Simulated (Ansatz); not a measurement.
H3S⁺, triplet: the ladder up to full CI

Geometry: a point of a stretch scan, not a stationary point.

```yaml
atoms:
  - { symbol: S, position_ang: [0.0000, -0.0738, 0.0000] }
  - { symbol: H, position_ang: [0.0000, 2.4932, 0.0000] }
  - { symbol: H, position_ang: [0.0000, -0.0719, 1.5201] }
  - { symbol: H, position_ang: [0.0000, -0.0719, -1.5201] }
```

Basis 6-31G; Ansatz 0.2.0. Correlated methods freeze the noble-gas cores, which leaves 8 electrons in 14 orbitals. R marks a restricted (for open shells ROHF) determinant, U an unrestricted one. Active spaces: pair = (4e, 4o) about the gap; valence = (8e, 7o) chosen from the atoms' valence shells.

Full CI is exact within this basis and frozen core; it isn't the basis-set limit. The frozen core follows each run's orbitals, which can shift R against U totals by a few meV.

For open shells CISD and CISDTQ are restricted-active-space CI with the open shells as a complete middle space.

```
UHF ⟨S²⟩                          : 2.013
T1 diagnostic (RCCSD)             : 0.0208
largest doubles amplitude (RCCSD) : 0.127
T1 diagnostic (UCCSD)             : 0.0135
```

```csv
level,E − E(RHF) (eV)
UHF,-0.0700
RMP2,-1.2779
UMP2,-1.3002
RCCSD,-1.7295
UCCSD,-1.7296
RCCSD(T),-1.7479
UCCSD(T),-1.7478
```

(1) Estimate how far full CI in 6-31G lies from RCCSD(T). The table doesn't fix it; the size of (T) and the diagnostics are the guide.

(1) Full CI in 6-31G lies 0.9 kJ/mol below RCCSD(T), which is 48 % of the (T) step (-1.8 kJ/mol). A doubles amplitude is large, and the rest is a large part of (T).

The other levels:

```
                     level  E − E(full CI) (kJ/mol)  share of correlation (%)  wall time
                      CISD                      6.1                     96.38      0.6 s
                   BCCD(T)                      0.9                     99.46     0.81 s
                    RCCSDT                      0.0                    100.00          –
                    UCCSDT                      0.0                    100.01          –
                    CISDTQ                      0.1                     99.93      1.1 s
                 RCCSDT(Q)                      0.0                     99.99      3.1 s
                 UCCSDT(Q)                      0.0                    100.00      3.2 s
                   RCCSDTQ                      0.0                    100.00       17 s
                   UCCSDTQ                      0.0                    100.01       16 s
    CASSCF (valence space)                     63.8                     62.38          –
    NEVPT2 (valence space)                     15.9                     90.61     0.54 s
NEVPT4(SD) (valence space)                      2.5                     98.51     0.93 s
    MRCISD (valence space)                      1.8                     98.91          –
  MRCISD+Q (valence space)                      0.9                     99.44     0.96 s
```

The correlation energy at full CI, counted from RHF, is -1.757 eV. That run took 2 s on 1 thread of Arm Neoverse V1, shared host over 247,200 determinants.

Run but not shown, since their state, orbitals or frozen core can't be matched to the reference's or they repeat it: CASSCF (pair space), NEVPT2 (pair space), MRCISD (pair space), MRCISD+Q (pair space).

Times hold each run's SCF and search for its determinant on a shared host, so for small cases they say little of a method's own cost; they ran on 1 thread of Arm Neoverse V1. Some runs computed forces too.

The full-CI state has the irrep B1 of C2v, in the program's axes.

Natural occupations of full CI about the gap: 1.980 1.976 1.943 1.000 0.996 0.063 0.021 0.010 0.005 0.004; effectively unpaired electrons, Σ n²(2−n)², 2.03.
